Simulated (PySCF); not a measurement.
How methods differ on the ionisation energy of Ar

Ar [Ar] (1S) → Ar⁺ [Ne] 3s2 3p5 (2P), as a difference of total energies. Computed with PySCF 2.14 in x2c-SVPall (4s3p1d, 18 functions), with the spin-free X2C one-electron Hamiltonian (Gaussian nucleus). Correlated levels: valence: [Ne] frozen. The calculations carry no spin-orbit coupling.

| method | ionisation energy (eV) |
| --- | --- |
| UHF | 14.589 |
| B3LYP | 15.610 |
| r2SCAN | 15.781 |
| MP2 (valence) | 15.325 |
| SCS-MP2 (valence) | 15.237 |
| CCSD (valence) | 15.185 |
| CCSD(T) (valence) | 15.180 |

Errors of the correlated levels include the incompleteness of this basis and the frozen core.

Which method comes closest to the reference value, and which is furthest?

The reference is 15.819 eV (measured; NIST levels, between the centres of gravity of the two terms). Closest: r2SCAN (error -0.038 eV); furthest: UHF (error -1.230 eV).
